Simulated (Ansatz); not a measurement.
Species: C₂H₃O₂, charge 0, doublet. C2H3O2 (SMILES [CH2]OC=O, doublet).
B3LYP-D3(BJ)/def2-TZVP minimum from Ansatz (an electronic-structure program):
```
O
C 1 1.3604
O 2 1.1951 1 125.32
C 1 1.3612 2 118.71 3 0.00
H 4 1.0748 1 114.14 2 180.00
H 4 1.0762 5 126.70 1 -180.00
H 2 1.0948 3 126.24 1 180.00
```
Charge 0, spin multiplicity 2.

Wanted: atomisation energy (electronic, to ground-state atoms), in kcal/mol. UHF or UKS for unpaired electrons; spin-orbit terms are left out. CBS(X,Y): correlation extrapolated as X^-3, Hartree-Fock from the larger set. A bracket is a step between two methods taken in the basis named. The functionals are non-relativistic, so their misses hold any scalar relativity. Double hybrids freeze cores in their MP2 part. 'core' is core correlation in cc-pwCVTZ, 'X2C' scalar relativity in cc-pVTZ-DK, both at CCSD(T). Where a partner has so few electrons that a lower coupled-cluster level is exact, that level stands in.

CCSD(T)/CBS(cc-pVTZ,cc-pVQZ) + [CCSDT(Q) - CCSD(T)]/cc-pVDZ + core + X2C (Ansatz) gives 679.5 kcal/mol.

Q: How far off this value is PBE/def2-TZVPD (Ansatz), in which direction, and which of these levels come nearer: r2SCAN/def2-TZVPD, B3LYP/def2-TZVPD, PBE0/def2-TZVPD, wB97M-V/def2-TZVPD, B2PLYP/def2-TZVPD, CCSD(T)/CBS(cc-pVTZ,cc-pVQZ) + core + X2C?

A: PBE gives 708.7 kcal/mol, 29.2 kcal/mol above it. Differences of the others: r2SCAN/def2-TZVPD (Ansatz) 7.2; B3LYP/def2-TZVPD (Ansatz) -2.6; PBE0/def2-TZVPD (Ansatz) 3.1; wB97M-V/def2-TZVPD (Ansatz) 0.7; B2PLYP/def2-TZVPD (Ansatz) -6.7; CCSD(T)/CBS(cc-pVTZ,cc-pVQZ) + core + X2C (Ansatz) -1.1 kcal/mol. Nearer than PBE: r2SCAN/def2-TZVPD, B3LYP/def2-TZVPD, PBE0/def2-TZVPD, wB97M-V/def2-TZVPD, B2PLYP/def2-TZVPD, CCSD(T)/CBS(cc-pVTZ,cc-pVQZ) + core + X2C.
